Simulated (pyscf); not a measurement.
HO–BH–OH → O=B–OH + hydrogen (H₂), gas phase, singlet surface. PySCF, gas phase, ωB97X-D3(BJ)/def2-SVP geometries. ΔG in kcal/mol from ωB97M-D3(BJ)/def2-TZVP energies (ideal gas, 1 atm, RRHO with modes under 100 cm⁻¹ raised to 100, one conformer, R ln 2 for chiral ones without a mode under 150 cm⁻¹).

```json
[
 {"T (K)": "298", "ΔG": "+15.1"},
 {"T (K)": "600", "ΔG": "?"},
 {"T (K)": "900", "ΔG": "-3.1"},
 {"T (K)": "1200", "ΔG": "-12.3"}
]
```

**Question.** Fit a line to the three values, predict ΔG at 600 K, and estimate where the reaction turns favourable at 1 atm of each gas.

**Answer.** Least squares gives ΔG = +24.2 − 30.4 × T/1000 K, so ΔS is about +127 J/(mol K) and ΔH about +24.2 kcal/mol over this range (ΔH at 298 K: +23.5). At 600 K the line gives +6.0; the computed value is +6.1. ΔG = 0 falls near 800 K; 1 kcal/mol in the energy moves that by 33 K. This is thermodynamics alone and says nothing of the barrier.
